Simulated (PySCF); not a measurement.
Molecule: 3-pyrroline (SMILES C1=CCNC1).

Cartesian coordinates in Å; atom numbers follow the order of the lines, from 1:
```xyz
12

C     0.367    1.168    0.099
C    -0.907    0.829    0.024
C    -1.030   -0.655   -0.201
N     0.315   -1.191    0.031
C     1.234   -0.052   -0.067
H     0.782    2.150    0.233
H    -1.767    1.471    0.084
H    -1.315   -0.851   -1.243
H    -1.773   -1.128    0.444
H     0.364   -1.579    0.967
H     2.039   -0.112    0.669
H     1.692   -0.051   -1.066
```

Frames of a GFN2-xTB Langevin trajectory at 300 K; GIAO PBE0/pcSseg-1 shieldings in PySCF 2.14.0 with density-fitted response routines, gas phase, non-relativistic; equivalent atoms averaged within each frame.

Scale: TMS for 13C (186.93 ppm), 1H (31.72 ppm); NH3 for 15N (267.73 ppm) (reference shieldings calculated alike). The references are static minima.

How do the shifts (ppm) fluctuate along the trajectory?

Results:


| time (fs) | C1/C2 | C3/C5 | N4 | H6/H7 | H8/H9/H11/H12 | H10 |
| --- | --- | --- | --- | --- | --- | --- |
| optimised geometry | 138.2 | 59.5 | 42.4 | 6.14 | 3.86 | 0.67 |
| 250 | 142.6 | 64.5 | 52.4 | 6.54 | 4.59 | 0.89 |
| 425 | 134.6 | 60.1 | 57.2 | 6.53 | 3.93 | 2.11 |
| 625 | 134.1 | 56.7 | 21.6 | 6.11 | 3.93 | -0.76 |
| 800 | 134.2 | 63.0 | 23.6 | 5.20 | 4.94 | -0.89 |
| 1000 | 135.9 | 55.8 | 44.3 | 6.44 | 3.74 | 1.05 |
| mean of frames | 136.3 | 60.0 | 39.8 | 6.16 | 4.23 | 0.48 |
| standard deviation | 3.6 | 3.8 | 16.4 | 0.57 | 0.51 | 1.28 |

5 frames give an uncertainty of the mean of about the standard deviation over 2.2 at best, since frames this close in time may not be independent; classical motion lacks zero-point vibration, and the reference would need the same averaging.
